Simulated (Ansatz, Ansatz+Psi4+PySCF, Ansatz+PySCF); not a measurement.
```xyz
7

C    -1.2177    0.0010   -0.0032
O     1.2887   -0.1049    0.0078
H     0.0084   -0.1087   -0.0008
H    -1.5173   -0.2337    1.0157
H    -1.4225    1.0292   -0.2822
H    -1.5601   -0.7141   -0.7431
H     1.4230    0.8456    0.0058
```

Basis set: cc-pVTZ (spherical functions). Correlated methods keep 2 orbitals frozen. Correlation on ROHF uses semicanonical orbitals with singles. Charge 0, multiplicity 2.

Computed with Ansatz (development build ahead of 0.2.0); each method stands on the lowest determinant of its kind that the runs found.

The atomization energy at this shape (free ground-state atoms in the same class of orbitals less the molecule, no zero-point energy) of doublet CH5O:

| method | atomization energy |
| --- | --- |
| ROHF-MP2 | 21.93 eV |
| UHF-MP2 | 21.89 eV |

(1) What does ROHF-CCSD(T) give?

Results:

(1) 22.04 eV.
